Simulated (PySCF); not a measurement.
## Bond curve of ClF

Set-up: basis Cl def2-TZVPPD, F def2-TZVPPD; no relativity; PySCF 2.14. Energies in eV from Cl + F in their ground configurations at the same level. All curves are PBE0. state 1: ¹Σ⁺ (singlet), closed shell; state 2: ³Π (triplet), unpaired electrons σ ↑, π ↑, a second solution, started from another occupation.

```json
{"R (Å)": "1.395", "state 1": "-1.436", "state 2": "3.1104"}
{"R (Å)": "1.460", "state 1": "-2.104", "state 2": "2.0783"}
{"R (Å)": "1.525", "state 1": "-2.470", "state 2": "1.2795"}
{"R (Å)": "1.573", "state 1": "-2.599", "state 2": "0.8047"}
{"R (Å)": "1.622", "state 1": "-2.634", "state 2": "0.4195"}
{"R (Å)": "1.671", "state 1": "-2.596", "state 2": "0.1136"}
{"R (Å)": "1.736", "state 1": "-2.462", "state 2": "-0.1877"}
{"R (Å)": "1.817", "state 1": "-2.201", "state 2": "-0.4243"}
{"R (Å)": "1.914", "state 1": "-1.806", "state 2": "-0.5521"}
{"R (Å)": "2.044", "state 1": "-1.222", "state 2": "-0.5535"}
```

**Question.** Put a parabola through the three lowest points of the state 1 curve and estimate Re, k and ωe (reduced mass 12.31 u; 1 eV/Å² = 0.16022 mdyn/Å; ωe = 1302.8·√(k/μ) cm⁻¹).

**Answer.** Through R = 1.573, 1.622, 1.671 Å the second-order coefficient is 15.2 eV/Å², so Re ≈ 1.621 Å, k ≈ 4.87 mdyn/Å and ωe ≈ 820 cm⁻¹. A polynomial fit of higher order to the unrounded PBE0 energies gives Re = 1.619 Å, k = 4.97 mdyn/Å, ωe = 828 cm⁻¹; anharmonicity and rounding make the difference.

The higher-order fit for each curve: state 1: Re = 1.619 Å, ωe = 828 cm⁻¹, De = 2.63 eV. State 2 gave no clean fit.
